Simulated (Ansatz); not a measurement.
Reaction: BN2H4F (SMILES NB(N)F) → BNH2F (SMILES N[B]F, doublet) + NH2 (SMILES [NH2], doublet) (the B-N bond breaks)
Each species at its own B3LYP-D3(BJ)/def2-TZVP minimum (Ansatz, a first-principles code), one conformer.

Total energies in hartree (Ansatz). UHF or UKS for unpaired electrons; spin-orbit terms are left out. Correlated methods leave the cores frozen. No relativity.

```csv
species,HF/cc-pVTZ,CCSD(T)/cc-pVTZ,HF/cc-pVQZ,CCSD(T)/cc-pVQZ,CCSD(T)/cc-pVDZ,CCSDT(Q)/cc-pVDZ
1: BN2H4F (SMILES NB(N)F),-235.60476,-236.42551,-235.62376,-236.50174,-236.16866,-236.17066
"2: BNH2F (SMILES N[B]F, doublet)",-179.85295,-180.42110,-179.86759,-180.47767,-180.23243,-180.23404
"3: NH2 (SMILES [NH2], doublet)",-55.58579,-55.79359,-55.59045,-55.81078,-55.73272,-55.73328
```

Task: Work out the bond dissociation energy (electronic) in kcal/mol: take Hartree-Fock from cc-pVQZ, extrapolate the CCSD(T) correlation energy as X^-3 (X = 3, 4), and add CCSDT(Q) - CCSD(T) in cc-pVDZ. 1 hartree = 627.51 kcal/mol.

Result: 
Species 1: correlation (64·(-0.87798) - 27·(-0.82075))/37 = -0.91974; step -0.00200; E1 = -235.62376 + (-0.91974) + (-0.00200) = -236.54550
Species 2: correlation (64·(-0.61008) - 27·(-0.56815))/37 = -0.64068; step -0.00161; E2 = -179.86759 + (-0.64068) + (-0.00161) = -180.50988
Species 3: correlation (64·(-0.22033) - 27·(-0.20780))/37 = -0.22947; step -0.00056; E3 = -55.59045 + (-0.22947) + (-0.00056) = -55.82048
-1·E1 +1·E2 +1·E3 = 0.21514 hartree = 135.0 kcal/mol.
